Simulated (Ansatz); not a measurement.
## SiC⁻, sextet: the ladder up to UCCSDT(Q)

Geometry: that of the SiC⁻, quartet, kept fixed.

```xyz
2

Si    0.0000    0.0000    0.0000
C     0.0000    0.0000    1.8177
```

Basis aug-cc-pVDZ; Ansatz 0.2.0. Correlated methods freeze the noble-gas cores, which leaves 9 electrons in 44 orbitals. R marks a restricted (for open shells ROHF) determinant, U an unrestricted one. Active spaces: valence = (9e, 8o) chosen from the atoms' valence shells. This anion state lies near or above the neutral species, so the extra electron is weakly bound or unbound and the energies hang on the diffuse functions.

Full CI isn't at hand for all of this; UCCSDT(Q) serves as the reference, and is uncertain by the last step of the cluster series or more. The frozen core follows each run's orbitals, which can shift R against U totals by a few meV.

For open shells CISD is restricted-active-space CI with the open shells as a complete middle space.

The UHF ⟨S²⟩ is 8.774. The T1 diagnostic (RCCSD) is 0.0450 and the largest doubles amplitude (RCCSD) is 0.044. The T1 diagnostic (UCCSD) is 0.0469.

| level | E − E(RHF) (eV) |
| --- | --- |
| UHF | -0.1246 |
| RMP2 | -3.7713 |
| UMP2 | -3.7376 |
| RCCSD | -4.6918 |
| UCCSD | -4.6914 |
| RCCSD(T) | -4.8717 |
| UCCSD(T) | -4.8716 |

Estimate how far UCCSDT(Q) in aug-cc-pVDZ lies from RCCSD(T). The table doesn't fix it; the size of (T) and the diagnostics are the guide.

UCCSDT(Q) in aug-cc-pVDZ lies 1.99 mEh below RCCSD(T), which is 30 % of the (T) step (-6.61 mEh). T1 is raised, and the rest is a large part of (T). The miss exceeds 1 kcal/mol.

The other levels:

```
                            level  E − E(UCCSDT(Q)) (mEh)  share of correlation (%)  wall time
                             CISD                   16.04                     91.14        9 s
                          BCCD(T)                    1.91                     98.94        7 s
                           RCCSDT                    0.50                     99.72          –
                           UCCSDT                    0.46                     99.74          –
                        RCCSDT(Q)                    0.06                     99.97       30 s
           CASSCF (valence space)                  164.48                      9.14          –
           NEVPT2 (valence space)                   41.72                     76.96      2.2 s
           MRCISD (valence space)                   17.74                     90.20          –
         MRCISD+Q (valence space)                    2.78                     98.47      3.4 s
MRCISD+Q(relaxed) (valence space)                    0.41                     99.77      3.7 s
```

The correlation energy at UCCSDT(Q), counted from RHF, is -4.926 eV. That run took 25 s on 1 thread of Arm Neoverse V2, shared host.

Times hold each run's SCF and search for its determinant on a shared host, so for small cases they say little of a method's own cost; they ran on 1 thread of Arm Neoverse V2.

Natural occupations of CASSCF (valence space) about the gap: 1.991 1.977 1.002 1.002 1.002 0.999 0.999 0.028; effectively unpaired electrons, Σ n²(2−n)², 5.01.
